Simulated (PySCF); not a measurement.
Computed NMR parameters against published values

Mapped SMILES: `[CH3:1][CH2:2][NH:3][CH3:4]`; H(Xn) means a hydrogen on atom n.

PySCF 2.14.0 with density-fitted response routines calculation with NMR shieldings at PBE0/pcSseg-1/GIAO and structure optimised with GFN2-xTB; single conformer, rapidly exchanging positions averaged, isolated molecule, non-relativistic Hamiltonian.

Reference values: measured (solution, not stated per compound (mostly CDCl3 or CCl4); Pretsch, Buehlmann, Badertscher, Structure Determination of Organic Compounds, 4th ed. (2009)).
```json
{"atoms": "C2", "quantity": "δ $^{13}$C", "reference": "45.9", "computed": "51.6", "computed, scaled": "48.3"}
{"atoms": "C1", "quantity": "δ $^{13}$C", "reference": "14.3", "computed": "18.3", "computed, scaled": "15.8"}
```

Computed shifts are σ(ref) − σ with the named reference compound (TMS for H and C) calculated as an isolated molecule at the same level. The measured values may be among those fitted. Expected solution values come from regression of measured δ (H and C: mostly CDCl3, vs TMS) on computed σ: $^{13}$C: δ = 180.61 − 0.978σ (rms 2.1 ppm, 210 shifts, 2.3 ppm with the 2 outliers that the fit left out). Occasional misses reach two or three times the rms, and more in compound classes unlike the fitted ones.

Q: How far are the unscaled $^{13}$C shifts from the references?

A: Mean signed difference +4.85 ppm, mean absolute 4.85 ppm over 2 comparisons; the largest is +5.7 ppm at C2 (sp3 CH2 bonded to N).
